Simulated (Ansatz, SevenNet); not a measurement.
Elastic constant C44 (GPa) of 30 elemental solids other than molecular ones, computed with the machine-learned potential SevenNet-l3i5 (trained on PBE and PBE+U data) and with r²SCAN (PAW; Ansatz, an electronic-structure program). The set holds measured phases with no doubt noted on the run or the magnetic state but for the caveats below. 5 more of the class have both values but aren't in it, for one of these reasons: built or high-temperature cells, doubts on the run or the magnetic state, unlike cells, values of zero, layered or molecular crystals. Solids without a value at one level (not run, failed, or a magnetic order lost), or held back for tests, aren't counted.

All rows, in order of the shift (worked out from unrounded values):

| solid | SevenNet-l3i5 | r²SCAN | shift (%) |
|---|---|---|---|
| bcc Ba | 28.6 | 9.36 | -67 |
| hcp Sc | 37.9 | 23.6 | -38 |
| fcc Pd | 80.6 | 60.1 | -25 |
| fcc Pt | 77.4 | 58.7 | -24 |
| fcc Sr | 11.2 | 8.93 | -20 |
| diamond | 478 | 587 | +23 |
| fcc Rh | 147 | 197 | +34 |
| hcp Zr | 25.5 | 34.4 | +35 |
| diamond-structure Si | 57.4 | 81.4 | +42 |
| fcc Cu | 63.0 | 93.7 | +49 |
| hcp Y | 15.2 | 23.3 | +54 |
| fcc Ag | 29.5 | 45.7 | +55 |
| fcc Ca | 10.8 | 17.4 | +60 |
| fcc Ir | 162 | 277 | +71 |
| hcp Mg | 11.2 | 22.2 | +98 |
| body-centred tetragonal In | 1.93 | 3.92 | +103 |
| hcp Ti | 24.0 | 51.7 | +115 |
| hcp Ru | 89.8 | 200 | +123 |
| double-hcp La | 5.43 | 12.3 | +126 |
| diamond-structure Ge | 28.7 | 67.3 | +135 |
| fcc Al | 15.6 | 40.4 | +159 |
| hcp Os | 105 | 276 | +162 |
| hcp Be | 66.7 | 178 | +166 |
| hcp Tc | 52.5 | 140 | +167 |
| fcc Pb | 6.13 | 17.1 | +178 |
| hcp Re | 52.0 | 164 | +214 |
| fcc Au | 8.58 | 31.7 | +269 |
| hcp Zn | 10.5 | 43.6 | +313 |
| hcp Cd | 1.94 | 16.6 | +756 |
| hcp Tl | 0.73 | 7.18 | +883 |

The shift from SevenNet-l3i5 to r²SCAN has a median of +100 %, and eight in ten lie between -24 % and +274 %; r²SCAN is the larger in 25 of 30. Each level is at its own cell, so the shift holds the change of volume too.

Ansatz's runs of these crystals have no spin polarisation. Meta-GGA and hybrid levels favour moments, which can bear on fcc Pd, hcp Sc, fcc Pt, hcp Ti, hcp Y, fcc Rh.

Spin–orbit coupling is left out, also for the solids with elements from indium on (body-centred tetragonal In, fcc Pt, hcp Os, bcc Ba, double-hcp La, hcp Tl, fcc Ir, hcp Re, fcc Pb, fcc Au); its size isn't shown.

Each level is taken at its own relaxed cell. Ansatz's density-functional and Hartree–Fock values are scalar-relativistic unless marked +SOC, with PAW data made under PBE.
